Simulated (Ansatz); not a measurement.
Relaxation of C2H7Al (10 atoms, charge 0, multiplicity 1), to a largest force component of 0.02 eV/Å in at most 40 steps.

Level of theory: Ansatz, RKS PBE0-D4/6-31G*.

```xyz
10
Properties=species:S:1:pos:R:3
Al 0.000 0.000 0.000
H 0.000 0.000 1.560
C 1.706 0.000 -0.985
H 2.036 -1.046 -1.155
H 1.569 0.508 -1.962
H 2.476 0.538 -0.393
C -1.706 0.000 -0.985
H -2.266 -0.930 -0.756
H -2.310 0.880 -0.680
H -1.504 0.051 -2.075
```

Q: Where does it end, and by what steps?

A: It converged. After 3 steps the energy has fallen by 0.068 eV; H10 moved furthest, 0.11 Å.

| step | energy less start (eV) | largest force component (eV/Å) | accepted |
| --- | --- | --- | --- |
| 0 | 0.0000 | 0.677 | yes |
| 1 | -0.0642 | 0.197 | yes |
| 2 | -0.0672 | 0.049 | yes |
| 3 | -0.0676 | 0.019 | yes |

```xyz
10
Properties=species:S:1:pos:R:3
Al 0.001 0.011 -0.035
H -0.013 -0.012 1.569
C 1.726 0.015 -0.975
H 2.071 -1.015 -1.145
H 1.666 0.490 -1.961
H 2.514 0.516 -0.402
C -1.717 0.002 -0.985
H -2.293 -0.903 -0.747
H -2.345 0.848 -0.677
H -1.610 0.047 -2.074
```

Whether the end is a true minimum wasn't checked by a vibrational analysis.

Run time: 11 s on 1 thread of Arm Neoverse V1, with other jobs on the host, peak memory 0.12 GiB.
